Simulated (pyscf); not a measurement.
One four-centre exchange on the singlet surface with elements of a group swapped. CCSD(T)/def2-TZVPP + ΔMP2(QZVPP), kJ/mol, from the separated reactants. Optimised with ωB97X-D3(BJ)/def2-SVP in PySCF. Correlated levels are frozen-core, on RHF or UHF. ΔMP2 is the change of the MP2 total energy from the triple- to the quadruple-zeta basis.

```csv
step,barrier,reaction energy,imaginary mode (i cm⁻¹)
H₂N–InH₂ + H₂O → NH₃ + HO–InH₂,(withheld),(withheld),970
H₂O + H₂N–GaH₂ -> HO–GaH₂ + NH₃,-30.5,-13.5,1022
```

**Question.** What belongs in the gaps?

**Answer.** 
- H₂N–InH₂ + H₂O → NH₃ + HO–InH₂, barrier: -44.5
- H₂N–InH₂ + H₂O → NH₃ + HO–InH₂, reaction energy: -18.1

Row 1: On the reactant side the descent ends in an adduct with a In–O contact, 67.7 kJ/mol under the separated species and 12.5 kJ/mol under the saddle at ωB97X-D3(BJ)/def2-TZVP. On the product side the descent ends in an adduct with a In–N contact, 94.0 kJ/mol under the separated species and 59.9 kJ/mol under the saddle at ωB97X-D3(BJ)/def2-TZVP. Row 2: On the reactant side the descent ends in an adduct with a Ga–O contact, 58.6 kJ/mol under the separated species and 16.7 kJ/mol under the saddle at ωB97X-D3(BJ)/def2-TZVP. On the product side the descent ends in an adduct with a Ga–N contact, 97.5 kJ/mol under the separated species and 74.0 kJ/mol under the saddle at ωB97X-D3(BJ)/def2-TZVP. Each row is the saddle that its search found. The CCSD(T) − MP2 part came from Ansatz, without density fitting, on the same reference. The frozen core leaves the outer d or s,p core shells of the metals and heavy elements correlated in the MP2 and CC values, and def2-TZVPP describes them poorly, which can shift differences by a few kcal/mol. Elements up to Kr have no core potential and no relativistic terms here. Elements past Kr carry the def2 core potentials, without spin-orbit coupling.
